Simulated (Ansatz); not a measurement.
Zinc-blende HgS (metastable phase): PBE at its full settings (plane-wave cutoff 520 eV, 10×10×10 k mesh, Fermi–Dirac smearing 0.01 eV, scalar-relativistic PAW data made under PBE) and at cheaper ones, in a cell of 2 atoms with Γ-centred meshes.

```tsv
level and setting	lattice constant a (Å)	bulk modulus B0 (GPa)
PBE (Ansatz)	5.991	50.3
PBE (2×2×2 k mesh) (Ansatz)	6.146	37.5
PBE (4×4×4 k mesh) (Ansatz)	6.002	49.6
PBE (6×6×6 k mesh) (Ansatz)	5.993	50.2
PBE (Fermi-Dirac smearing of 0.3 eV) (Ansatz)	[?]	[?]
```

Task: What belongs in the gaps?

Result: 
- PBE (Fermi-Dirac smearing of 0.3 eV) (Ansatz, a quantum-chemistry and plane-wave program), lattice constant a (Å): 5.999
- PBE (Fermi-Dirac smearing of 0.3 eV) (Ansatz), bulk modulus B0 (GPa): 48.9

Largest shifts from the full settings: lattice constant a +2.59 % (PBE (2×2×2 k mesh)), against a difference of +2.57 % of the full result from the reference 5.841 Å (measured, 295 K, not corrected to a static lattice; as tabulated in Cardona et al. (2009), arXiv:0908.2634); bulk modulus -25 % (PBE (2×2×2 k mesh)).

Ansatz's density-functional and Hartree–Fock values are scalar-relativistic unless marked +SOC, with PAW data made under PBE.

Run with cheap settings on purpose, which may leave them unconverged: PBE (2×2×2 k mesh), PBE (4×4×4 k mesh), PBE (6×6×6 k mesh), PBE (Fermi-Dirac smearing of 0.3 eV).
